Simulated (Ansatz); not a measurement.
**AlNH₄ (triplet): wave-function methods side by side at distance Al1–H4 along a hydrogen transfer = 1.809 Å, cc-pVDZ**

How much of the correlation energy of AlNH₄ (triplet) does each wave-function method recover here?

Computed with Ansatz 0.2.0, Gaussian basis. Level: cc-pVDZ, correlated electrons: outside noble gas.

Plan: UHF; CCSD(T) on ROHF; CCSD(T) on UHF; BCCD(T) on ROHF; CISD; CCSDT(Q) on ROHF; CCSDT(Q) on UHF; CASSCF and MRCISD+Q, 4 electrons in 4 orbitals; CASSCF and NEVPT2, 4 electrons in 4 orbitals.

## (1) The geometry

The geometry derives from fragments relaxed apart (PBE0/def2-TZVP) and kept rigid, so it is no stationary point. A hydrogen atom is moved between rigid fragments.

6 atoms, charge 0, spin multiplicity 3.

Atoms are counted from 1 here; the program's logs count them from 0.

Bond lengths: Al1–H2 1.586 Å, Al1–H3 1.586 Å, Al1–H4 1.809 Å, N5–H6 1.040 Å. Angles: H2–Al1–H3 120.0°, H2–Al1–H4 120.0°, H3–Al1–H4 120.0°.

Geometry (Å):

```xyz
6
charge 0, multiplicity 3
Al   -1.1476    0.0225    0.0000
H    -1.9405    1.3959    0.0000
H    -1.9405   -1.3509    0.0000
H     0.6614    0.0225    0.0000
N     2.2604    0.0225    0.0000
H     2.5295   -0.9817    0.0000
```

In the tables R marks a restricted open-shell determinant and U an unrestricted one; 'pair' is the active space of 4 electrons in 4 orbitals; correlation energies count from the lowest restricted Hartree-Fock solution.

## (2) UHF

The input, in.yaml:

```yaml
crystal:
  periodic: [false, false, false]
  atoms:
    - {symbol: Al, position_ang: [-1.147624, 0.022483, 0.000000]}
    - {symbol: H, position_ang: [-1.940548, 1.395868, 0.000000]}
    - {symbol: H, position_ang: [-1.940548, -1.350901, 0.000000]}
    - {symbol: H, position_ang: [0.661376, 0.022483, 0.000000]}
    - {symbol: N, position_ang: [2.260376, 0.022483, 0.000000]}
    - {symbol: H, position_ang: [2.529458, -0.981743, 0.000000]}
basis:
  gaussian: {orbitals: cc-pVDZ}
magnetization: {spin_polarized: true, initial_magnetization: 2}
hamiltonian: {xc: hf}
output: {orbitals: {seedname: orbitals}}
```

Started as:

```
$ ansatz run in.yaml --threads 1 --pin off --events-out ev --progress --plain --max-ram 2393MiB
```

The runs that follow: CCSD(T) on ROHF; CCSD(T) on UHF; BCCD(T) on ROHF; CISD; CCSDT(Q) on ROHF; CCSDT(Q) on UHF; CASSCF and MRCISD+Q, 4 electrons in 4 orbitals; CASSCF and NEVPT2, 4 electrons in 4 orbitals.

**Question.** What will the summary of the whole plan be? Wanted: correlation energy, UCCSDT(Q); RMP2 from UCCSDT(Q); UMP2 from UCCSDT(Q); RCCSD from UCCSDT(Q); RCCSD(T) from UCCSDT(Q); UCCSD(T) from UCCSDT(Q); RCCSDT(Q) from UCCSDT(Q); NEVPT2 pair from UCCSDT(Q); MRCISD+Q pair from UCCSDT(Q).

The runs gave:

| quantity | value |
| --- | --- |
| correlation energy, UCCSDT(Q) | -6.8738 eV |
| RMP2 from UCCSDT(Q) | +133.1 kJ/mol |
| UMP2 from UCCSDT(Q) | +131.7 kJ/mol |
| RCCSD from UCCSDT(Q) | +14.9 kJ/mol |
| RCCSD(T) from UCCSDT(Q) | +3.5 kJ/mol |
| UCCSD(T) from UCCSDT(Q) | +3.4 kJ/mol |
| RCCSDT(Q) from UCCSDT(Q) | +0.1 kJ/mol |
| NEVPT2 pair from UCCSDT(Q) | +122.6 kJ/mol |
| MRCISD+Q pair from UCCSDT(Q) | +5.8 kJ/mol |
| levels of the table within 1 kcal/mol (43 meV) | RCCSD(T), UCCSD(T), BCCD(T), RCCSDT, UCCSDT, RCCSDT(Q) |
| T1 diagnostic | 0.031 |

RCCSD(T) misses by +3.5 kJ/mol, 0.5 % of the correlation energy. Of the multireference levels listed MRCISD+Q pair comes nearest in total energy (+5.8 kJ/mol), which doesn't show that its space is the better one. These misses are within one basis, not against nature; the frozen cores of restricted and unrestricted runs differ, which can shift their rows.
